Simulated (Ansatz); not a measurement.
# AlBH (quartet): from Hartree-Fock to the top rungs at distance Al2–H3 = 1.720 Å, 6-31G

Aim: climb from Hartree-Fock through coupled cluster and multireference methods for AlBH (quartet) at one geometry and basis, and see what each rung misses.

Method: 6-31G, core rule «outside noble gas», up to 6 orbitals frozen; program: Ansatz 0.2.0, Gaussian basis.

The runs, in order: UHF; CCSD(T) on ROHF; CCSD(T) on UHF; BCCD(T) on ROHF; CISD; CCSDT(Q) on ROHF; CCSDT(Q) on UHF; CISDTQ; CCSDTQ on ROHF; CCSDTQ on UHF; CASSCF and MRCISD+Q, 5 electrons in 5 orbitals; CASSCF and NEVPT2, 5 electrons in 5 orbitals; CASSCF and MRCISD+Q, 7 electrons in 9 orbitals; CASSCF and NEVPT2, 7 electrons in 9 orbitals; Full CI.

21 further runs of the same task are left out: 2 for a mislabelled method, 16 that didn't finish, 3 set aside as unsound or not needed.

**1. The system**

The geometry derives from a PBE0/def2-TZVP stationary point (not a proven minimum). One bond is set to the value named and the two fragments are kept rigid.

3 atoms, charge 0, spin multiplicity 4.

Atoms are counted from 1 here; the program's logs count them from 0.

Bond lengths: B1–Al2 1.937 Å, Al2–H3 1.720 Å. Angles: B1–Al2–H3 180.0°.

**2. UHF**

Contents of in.yaml:

```yaml
crystal:
  periodic: [false, false, false]
  atoms:
    - {symbol: B, position_ang: [0.000000, 0.000000, 1.864667]}
    - {symbol: Al, position_ang: [0.000000, 0.000000, -0.072333]}
    - {symbol: H, position_ang: [0.000000, 0.000000, -1.792333]}
basis:
  gaussian: {orbitals: 6-31G}
magnetization: {spin_polarized: true, initial_magnetization: 3}
hamiltonian: {xc: hf}
output: {orbitals: {seedname: orbitals}}
```

The run is started by

```bash
ansatz run in.yaml --threads 1 --pin off --events-out ev --progress --plain --max-ram 2393MiB
```

The runs that follow: CCSD(T) on ROHF; CCSD(T) on UHF; BCCD(T) on ROHF; CISD; CCSDT(Q) on ROHF; CCSDT(Q) on UHF; CISDTQ; CCSDTQ on ROHF; CCSDTQ on UHF; CASSCF and MRCISD+Q, 5 electrons in 5 orbitals; CASSCF and NEVPT2, 5 electrons in 5 orbitals; CASSCF and MRCISD+Q, 7 electrons in 9 orbitals; CASSCF and NEVPT2, 7 electrons in 9 orbitals; Full CI.

**Question.** What will the summary of the whole plan be? Wanted: FCI below the RHF energy; RMP2 from FCI; UMP2 from FCI; RCCSD from FCI; RCCSD(T) from FCI; UCCSD(T) from FCI; RCCSDT(Q) from FCI; UCCSDT(Q) from FCI; NEVPT2 pair from FCI.

As calculated:

```
                         quantity                                                                                                                                         value
         FCI below the RHF energy                                                                                                                                    -2.3487 eV
                    RMP2 from FCI                                                                                                                                  +69.8 kJ/mol
                    UMP2 from FCI                                                                                                                                  +69.7 kJ/mol
                   RCCSD from FCI                                                                                                                                  +10.1 kJ/mol
                RCCSD(T) from FCI                                                                                                                                   +3.5 kJ/mol
                UCCSD(T) from FCI                                                                                                                                   +3.5 kJ/mol
               RCCSDT(Q) from FCI                                                                                                                                   +0.2 kJ/mol
               UCCSDT(Q) from FCI                                                                                                                                   +0.2 kJ/mol
             NEVPT2 pair from FCI                                                                                                                                  +65.9 kJ/mol
           MRCISD+Q pair from FCI                                                                                                                                   +2.2 kJ/mol
          NEVPT2 valence from FCI                                                                                                                                  +16.1 kJ/mol
levels within 1 kcal/mol (43 meV)  RCCSD(T), UCCSD(T), BCCD(T), RCCSDT, UCCSDT, CISDTQ, RCCSDT(Q), UCCSDT(Q), RCCSDTQ, UCCSDTQ, MRCISD+Q pair, MRCISD valence, MRCISD+Q valence
                    T1 diagnostic                                                                                                                                         0.032
   effectively unpaired electrons                                                                                                                                          3.05
```

In words: RCCSD(T) lands +3.5 kJ/mol from the yardstick (1.6 % of the correlation energy). One determinant dominates. Of the multireference levels listed MRCISD+Q valence comes nearest in total energy (+0.5 kJ/mol), which doesn't show that its space is the better one. These misses are within one basis, not against nature; the frozen cores of restricted and unrestricted runs differ, which can shift their rows.
